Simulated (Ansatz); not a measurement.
The cation of CH$_{4}$BF (`CBF`) at the neutral geometry.

```yaml
crystal:
  periodic: [false, false, false]
  atoms:
    - {symbol: C, position_ang: [-0.563616, 0.331581, -0.177025]}
    - {symbol: B, position_ang: [0.730182, -0.433208, 0.213996]}
    - {symbol: F, position_ang: [1.017763, -1.601568, -0.344417]}
    - {symbol: H, position_ang: [-1.175269, -0.181815, -0.920384]}
    - {symbol: H, position_ang: [-0.302579, 1.326637, -0.555530]}
    - {symbol: H, position_ang: [-1.168630, 0.516023, 0.718077]}
    - {symbol: H, position_ang: [1.523348, -0.025551, 1.019581]}
basis:
  gaussian: {orbitals: def2-TZVPP}
total_charge: 1
magnetization: {spin_polarized: true, initial_magnetization: 1}
hamiltonian: {xc: {name: B3LYP}, dispersion: d4}
```

```sh
$ ansatz run in.yaml --threads 2 --pin off --events-out ev --progress --plain --max-ram 32768MiB --backend cpu
```

It prints (some lines left out):

```
Functional definition: B3LYP
741 factors; their error is unknown
mean field evaluation 1: about -4473.0317 eV, gradient 6.4e1 eV
mean field evaluation 2: about -4440.2239 eV, gradient 1.2e2 eV
mean field evaluation 4: about -4487.1644 eV, gradient 8.7e0 eV
mean field evaluation 8: about -4487.5336 eV, gradient 2.2e-1 eV
mean field evaluation 16: about -4487.5337 eV, gradient 4.3e-4 eV
mean field -4487.53372674 eV, -164.9138226982 hartree, gradient 2.2e-5 eV, S^2 0.754879; 0 other end points of the search recorded, 0 dependent functions left out
reference -4487.53392195 eV, -164.9138298718 hartree; 12, 11 occupied and 137, 138 virtual orbitals, 741 factors
Total energy: -4487.61855412 eV, -164.9169400468 hartree
```

It took 3.1 s on 2 threads of an AMD EPYC 7R13 on a shared host, with 0.31 GiB of host memory at the peak.
